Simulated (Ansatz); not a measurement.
A nudged elastic band was laid between two geometries of C$_{3}$H$_{6}$N (10 atoms, charge 1, multiplicity 1).

Method: RKS LDA/def2-SVP in Ansatz.

| Property | Result |
| --- | --- |
| movable images | 7 |
| climbing image | yes |
| spring | 5.0 eV/Å² |
| optimiser | quadratic models (default) |
| start path | IDPP |
| force threshold | 0.03 eV/Å |
| iteration limit | 60 |
| end points | relaxed |

First end point:

```xyz
10
Properties=species:S:1:pos:R:3
C -1.701 1.092 0.184
N -0.602 0.606 -0.150
C 0.506 0.112 -0.480
C 1.140 -1.036 0.174
H -2.641 0.716 -0.279
H -1.744 1.906 0.943
H 1.017 0.609 -1.339
H 1.322 -1.826 -0.592
H 2.154 -0.732 0.524
H 0.549 -1.446 1.015
```

Last end point:

```xyz
10
Properties=species:S:1:pos:R:3
C -1.332 1.485 0.378
N -0.573 0.636 -0.131
C 0.195 -0.218 -0.641
C 1.032 -1.152 0.117
H -2.391 1.225 0.602
H -0.953 2.507 0.606
H 0.220 -0.239 -1.757
H 2.095 -1.005 -0.186
H 0.926 -1.048 1.214
H 0.782 -2.192 -0.200
```

Question: Which bonds break or form, and what moves?

Answer: No bond is made or broken. The dihedral N2–C3–C4–H10 goes from 0 to 123°. The two ends are copies of one structure, up to a mirror image or an exchange of like atoms.

Question: What energy profile does the band end with?

Answer: The forces met the threshold. The highest image is number 4 of 0 to 8, 7.6 kJ/mol above the ends, which have the same energy within 2 meV. A vibrational analysis at the climbing image gives one clearly imaginary mode, 200i cm⁻¹: a first-order saddle point. Limits of this set-up: the dipole of an ion depends on the origin.

| image | path coordinate (Å) | energy (kJ/mol) | dihedral N2–C3–C4–H10 (°) |
| --- | --- | --- | --- |
| 0 | 0.00 | 0.0 | 0 |
| 1 | 0.41 | 0.9 | 13 |
| 2 | 0.81 | 3.5 | 28 |
| 3 | 1.22 | 6.3 | 43 |
| 4 | 1.63 | 7.6 | 59 |
| 5 | 2.04 | 6.4 | 75 |
| 6 | 2.45 | 3.5 | 91 |
| 7 | 2.86 | 0.9 | 108 |
| 8 | 3.27 | 0.0 | 123 |

Question: What is the geometry of the highest image?

Answer: 
```xyz
10
Properties=species:S:1:pos:R:3
C -1.427 1.382 0.367
N -0.556 0.643 -0.135
C 0.322 -0.100 -0.642
C 1.051 -1.154 0.084
H -2.497 1.077 0.348
H -1.136 2.351 0.834
H 0.531 0.090 -1.723
H 1.766 -1.668 -0.586
H 1.605 -0.721 0.948
H 0.341 -1.901 0.506
```

Question: What are the harmonic wavenumbers there?

Answer: 200i, 220, 290, 553, 564, 864, 923, 996, 1012, 1052, 1053, 1173, 1268, 1330, 1353, 1369, 1472, 2091, 2964, 2993, 3017, 3044, 3108, 3122 cm⁻¹.

The band took 9 iterations and roughly 80 core-seconds.

The run took 82 s on 1 CPU thread of a shared host.
